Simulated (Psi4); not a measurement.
Psi4 input (wB97X-D/6-311+G**):

```
memory 1500 MB

molecule {
-1 2
Si    0.04390558   -0.06769682   -0.01869154
H    -0.15716933    1.17845905   -0.86390070
H    -0.74566751    0.21360056    1.24825763
H     1.45766956    0.44463684    0.60925713
H    -1.16951085   -0.88894093   -0.73193245
symmetry c1
no_reorient
no_com
}

set {
  basis 6-311+G**
  reference uks
  scf_type pk
  dft_radial_points 99
  dft_spherical_points 590
  e_convergence 1e-8
  d_convergence 1e-7
  maxiter 150
}

e = energy('wb97x-d')
print_out(f'\nFINAL {e:.10f} DIPOLE {variable("CURRENT DIPOLE")[0]:.6f} {variable("CURRENT DIPOLE")[1]:.6f} {variable("CURRENT DIPOLE")[2]:.6f}\n')
```

### Question
What final total energy does it give?

### Answer
-291.82721 Eh.
